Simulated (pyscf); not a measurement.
Single points on ωB97X-D3(BJ)/def2-SVP structures (PySCF, gas phase).

Question: H₃C–ZnH (SMILES [CH3][ZnH]) + H₃C–OH (SMILES CO) → CH₄ (SMILES C) + H₃C–O–ZnH (SMILES C[O][ZnH])
Surface: singlet. Broken: C–Zn, H–O. Formed: C–H, O–Zn. Give ΔE‡ and ΔE from ωB97M-D3(BJ)/def2-TZVP, relative to the separated reactants.

Answer: ΔE‡ = 17.8 kcal/mol, ΔE = -14.2 kcal/mol. Zero-point energy shifts the barrier by -2.1 kcal/mol. It is a four-centre exchange, with an imaginary mode of 1396i cm⁻¹. On the reactant side the descent ends in an adduct with a O–Zn contact, 9.1 kcal/mol under the separated species and 25.9 kcal/mol under the saddle at ωB97X-D3(BJ)/def2-TZVP. What is counted as formed (O–Zn) is already present as a longer contact in the reactant adduct; forming that adduct is a step of its own. One saddle was located; it need not be the lowest between these sides. Elements up to Kr have no core potential and no relativistic terms here.
